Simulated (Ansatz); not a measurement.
Input file:

```yaml
crystal:
  periodic: [false, false, false]
  atoms:
    - {symbol: As, position_ang: [0.004679, 0.002470, 0.000570]}
    - {symbol: H, position_ang: [0.110158, 0.991646, 1.334979]}
    - {symbol: H, position_ang: [-1.041121, -1.091509, 0.854433]}
    - {symbol: H, position_ang: [0.156557, 1.171536, -1.074061]}
    - {symbol: H, position_ang: [0.426643, -1.255243, -1.157694]}
basis:
  gaussian: {orbitals: STO-3G}
total_charge: -1
magnetization: {spin_polarized: true, initial_magnetization: 2}
correlation: {method: mp2, electrons: valence}
output: {forces: true}
```

```sh
$ ansatz run in.yaml --threads 1 --pin off --events-out ev --progress --plain --max-ram 2393MiB
```

Problem. Roughly how long does this take on 1 thread of Arm Neoverse V1, shared host, and how much host memory?

Solution. 0.27 s wall and 0.21 GiB.

```
225 factors; integrals over basis functions are off by at most 1.5e-5 eV
mean field evaluation 1: about -60166.9136 eV, gradient 4.9e0 eV
mean field evaluation 2: about -60166.9605 eV, gradient 4.9e0 eV
mean field evaluation 4: about -60167.5017 eV, gradient 1.4e0 eV
mean field evaluation 8: about -60167.5992 eV, gradient 1.2e-2 eV
mean field -60167.59918344 eV, -2211.1184869281 hartree, gradient 9.7e-7 eV, S^2 2.069507; 0 other end points of the search recorded, 0 dependent functions left out
9 core orbitals not correlated: weight in the atoms' cores, before any rotation towards them, 1.000 or more for the frozen orbitals, at most 0.000 for the correlated occupied ones
reference -60167.59918344 eV, -2211.1184869281 hartree; 11, 9 occupied and 2, 4 virtual orbitals, 225 factors
second order -0.97399926 eV of doubles, -0.00000000 eV of singles
the calculation of the forces begins
Total energy: -60168.57318271 eV, -2211.1542807409 hartree
Atom 0 at     0.004679     0.002470     0.000570 Å, force    -0.605193     0.653762    -0.034906 eV/Å
Atom 1 at     0.110158     0.991646     1.334979 Å, force     0.344063     0.029352    -0.529560 eV/Å
Atom 2 at    -1.041121    -1.091509     0.854433 Å, force    -0.853638    -1.044580     1.172832 eV/Å
Atom 3 at     0.156557     1.171536    -1.074061 Å, force     0.493101     0.663698    -0.071780 eV/Å
Atom 4 at     0.426643    -1.255243    -1.157694 Å, force     0.621668    -0.302232    -0.536586 eV/Å
Dipole moment:     0.136298     0.195282    -0.008804 e Å
```

Forces (eV/Å):
```
As  -0.605  0.654 -0.035
H    0.344  0.029 -0.530
H   -0.854 -1.045  1.173
H    0.493  0.664 -0.072
H    0.622 -0.302 -0.537
```
